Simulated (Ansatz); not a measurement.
Molecule: NaCl, net charge 1, doublet state. 
Coordinates optimised at B3LYP-D3(BJ)/def2-TZVP (Ansatz, an electronic-structure program):
```
Na
Cl 1 2.8126
```
Charge +1, spin multiplicity 2.

Basis-set convergence of Hartree-Fock and CCSD(T) correlation energies (hartree) with Ansatz. Cores are frozen in the correlated levels unless marked. UHF or UKS for open shells. No spin-orbit coupling. Non-relativistic.

```csv
basis,functions,E(HF),"E(corr, CCSD(T))"
def2-SVPD,45,-620.95014,-0.13956
def2-TZVPPD,86,-621.15744,-0.18905
def2-QZVPPD,137,-621.17680,-0.20584
```

Extrapolating the two largest sets (X = 3 and 4) as X^-3: E(corr) = (64·(-0.20584) - 27·(-0.18905))/37 = -0.2181 Eh, an estimate of the basis-set limit. The largest set recovers 94.4 % of it, the smallest 64.0 %.
